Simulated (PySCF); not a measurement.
Silicon: a sound run and one with changed settings

Sound run: Si [Ne] 3s2 3p2, Si⁺ [Ne] 3s2 3p1. Calculation: PySCF 2.14, in cc-pVTZ-DK (5s4p2d1f, 34 functions); the spin-free X2C one-electron Hamiltonian (Gaussian nucleus). In the sound run the correlated levels freeze [Ne]. The sound run starts from symmetry-adapted Hartree-Fock orbitals and uses a fine grid where one is needed.

Changed run: basis STO-3G, all-electron and non-relativistic. This setting is unsound on purpose.

```csv
species,method,sound run (hartree),changed run (hartree),converged
Si,UHF,-289.45898,-285.46622,yes
Si,r2SCAN,-289.95331,-285.91261,yes
Si,BP86,-290.01143,-285.94068,yes
Si,MP2,-289.51503,-285.47352,yes
Si,CCSD(T),-289.53558,-285.47963,yes
Si⁺,UHF,-289.17859,-285.32969,yes
Si⁺,r2SCAN,-289.64771,-285.74395,yes
Si⁺,BP86,-289.70843,-285.77344,yes
Si⁺,MP2,-289.21989,-285.34477,yes
Si⁺,CCSD(T),-289.23803,-285.35653,yes
```

Ionisation energy of Si:

| method | sound run (eV) | changed run (eV) |
| --- | --- | --- |
| UHF | 7.630 | 3.715 |
| r2SCAN | 8.316 | 4.589 |
| BP86 | 8.245 | 4.551 |
| MP2 | 8.031 | 3.503 |
| SCS-MP2 | 7.946 | 3.461 |
| CCSD | 8.060 | 3.350 |
| CCSD(T) | 8.097 | 3.350 |

A minimal basis cannot let orbitals breathe on ionisation and holds almost no correlation. The Hamiltonian changed with the basis, so the totals do not compare.

For comparison, NIST gives 8.152 eV between the lowest levels.
